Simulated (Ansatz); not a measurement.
# A correction line for CAM-B3LYP/cc-pVDZ: atomisation enthalpy at 298 K

The atomisation enthalpy at 298 K in kJ/mol of 6 N-containing molecules: x at CAM-B3LYP/cc-pVDZ, y from tabulated heats of molecules and atoms (Active Thermochemical Tables, CRC Handbook of Chemistry and Physics). Shapes, held fixed at every level: PBE0-D4/def2-TZVP. Flexible molecules stand in one conformer, not always the lowest. Computed values hold a harmonic thermal term (PBE/def2-SVP, PBE0-D4/def2-TZVP) and the atoms' spin-orbit lowering. Programs: Ansatz 0.2.0.

```
                      molecule  x (kJ/mol)  y (kJ/mol)
       CH6N2 (methylhydrazine)        2837        2875
         C2H7N (dimethylamine)        3409        3448
        C3H5N (isocyanoethane)        3513        3571
C2H8N2 (1,2-dimethylhydrazine)        3980           ?
  C4H5N (trans-Crotononitrile)        4212        4296
             C4H4N2 (pyrazine)        4443        4488
```

Task: Fit y = c + s·x to the known rows and predict y for C2H8N2.

Result: 
1. Means of the 5 rows: x = 3682.80, y = 3735.6.
2. Σ(Δx)² = 1677133, Σ(Δx·Δy) = 1703128, so the slope is 1703128/1677133 = 1.0155.
3. Intercept: 3735.6 − (1.0155) × 3682.80 = -4.3. The largest residual of the fit is 23.
4. C2H8N2: -4.3 + 1.0155 × 3980 = 4037 kJ/mol.

The tabulated heats give 4030 kJ/mol, so the prediction is off by +7 kJ/mol, within the largest residual. Uncorrected, CAM-B3LYP/cc-pVDZ misses C2H8N2 by -50 kJ/mol, and the other rows by 53 on average. With references in doubt, neither the misses nor the line can be laid on the level alone. Left out in turn, the other rows are missed by 21 kJ/mol on average, so much of the error is systematic among these molecules. The tabulated value of C4H5N is in doubt (older tables, estimates, or at odds with other calculations) and kept here.
